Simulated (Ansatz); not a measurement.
Litharge SnO, treated with G0W0@PBEsol (hard PAW, contour deformation; Ansatz, an electronic-structure program).

The same calculation (at a fixed cell, not relaxed at this level and not confirmed as the measured one, 18.130 Å³/atom) with different numerical settings; throughout: k mesh 2×2×2:

```
run  response cutoff (eV)  empty bands  quasiparticle gap on the mesh (eV)  quasiparticle gap at Γ (eV)   rough time
---  --------------------  -----------  ----------------------------------  ---------------------------  -----------
1                     100          303                               0.299                        2.467   100 core-s
2                     150          556                               0.429                        2.562   3 core-min
3                     200          856                               0.500                        2.610   9 core-min
4                     250         1196                               0.545                        2.638  20 core-min
5                     300         1572                               0.571                        2.652  50 core-min
```

In the column quasiparticle gap on the mesh (eV) the first row differs from the last by -0.272 and the next to last by -0.026.

The last row is no converged limit: other settings stay fixed.

Spin–orbit coupling is not included.

Note: filled d or f shells below the valence bands can shift G0W0 gaps through exchange with them, which wasn't tested here.
